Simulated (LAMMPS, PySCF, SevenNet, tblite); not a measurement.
Cohesive energy of rock-salt KCl: levels of theory against measurement

Reference value: 3.37 ± 0.007 eV/atom (measured, zero-point energy (Debye estimate) added; relative to neutral atoms; as tabulated in Doll and Stoll (1997), arXiv:cond-mat/9707218).

```tsv
level (code)	value (eV/atom)	cell (Å³/atom)
EIM (LAMMPS)	3.34	30.96
GFN2-xTB (tblite)	3.24	30.17
IPEA1-xTB (tblite)	5.94	25.23
SevenNet-0	2.56	32.34
SevenNet-l3i5	2.56	32.59
PBE (PySCF)	___	32.45
Hartree–Fock (PySCF)	___	34.50
MP2 (PySCF)	3.51 ± 0.1	29.38
```

Question: Some entries are withheld; supply them.

Answer: 
- PBE (PySCF), value (eV/atom): 3.13 ± 0.04
- Hartree–Fock (PySCF), value (eV/atom): 2.64 ± 0.04

Errors against the reference: EIM -0.03 eV/atom, GFN2-xTB -0.13 eV/atom, IPEA1-xTB +2.57 eV/atom, SevenNet-0 -0.81 eV/atom, SevenNet-l3i5 -0.81 eV/atom, PBE -0.24 eV/atom, Hartree–Fock -0.73 eV/atom, MP2 +0.14 eV/atom.

Leaving aside GFN2-xTB (doubt noted below), IPEA1-xTB (doubt noted below), SevenNet-0 (doubt noted below), SevenNet-l3i5 (doubt noted below): Of the ranked levels EIM (-0.03 eV/atom) comes nearest. Among them Hartree–Fock (-0.73 eV/atom) misses by most. Within 0.5 eV/atom: EIM, PBE, MP2.

A ± on a computed value is a rough bar: the spread of its extrapolation, a floor set from checks against published values, or a statistical error. GFN2-xTB, IPEA1-xTB: the free atoms are run in the same model without spin. GFN2-xTB: the method was fitted mainly to molecules. GFN2-xTB, IPEA1-xTB: the run uses a supercell at the zone centre in place of a k mesh. IPEA1-xTB: this parameter set was refitted to ionisation energies, not structures. SevenNet-0, SevenNet-l3i5: free atoms can lie outside what these potentials were trained on. Each level is taken at its own relaxed cell.

Empirical potentials (EIM) are fitted to chosen data: where that held the value shown, agreement is built in, and what lay outside the fit can be far off. Machine-learned potentials (SevenNet-0, SevenNet-l3i5) are trained on DFT data: a solid inside that data is no test of them.

Differences are worked out from the printed values.
